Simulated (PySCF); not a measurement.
## Worked example for cyanoacetic acid: deprotonation at atom O6

Structure: `N#CCC(=O)O` (C3H3NO2). Atom numbers as in the mapped SMILES `[N:1]#[C:2][CH2:3][C:4](=[O:5])[OH:6]`.

Computed at ωB97X-D3(BJ)/ma-def2-TZVP // PBE0-D3(BJ)/ma-def2-SVP with PySCF (density fitting, grid level 2). The prefix ma- adds one diffuse s and one diffuse p function on all atoms but H. Thermal corrections: PBE0-D3(BJ)/ma-def2-SVP frequencies, unscaled, ideal gas at 298.15 K and 1 bar, quasi-RRHO entropy.

Step: `N#CCC(=O)O` → `N#CCC(=O)[O-]` + H⁺.

```tsv
species	charge	multiplicity	E / Eh
N#CCC(=O)O	0	1	-321.538572
N#CCC(=O)[O-]	-1	1	-321.000651
```

Thermal terms, products less reactant: Δ(H − E) = -29.61 kJ/mol, Δ(G − E) = -61.48 kJ/mol (the bare proton has no electronic energy, H = 5/2 RT). 1 Eh = 2625.50 kJ/mol.

Task: What are ΔE, ΔH and ΔG of this step?

Result: ΔE = 0.537921 Eh = 1412.31 kJ/mol; ΔH = 1382.7 kJ/mol; ΔG = 1350.8 kJ/mol, all in the gas phase at 298.15 K and 1 bar. The digits show the arithmetic; the method itself can be off by 10 kJ/mol or more.
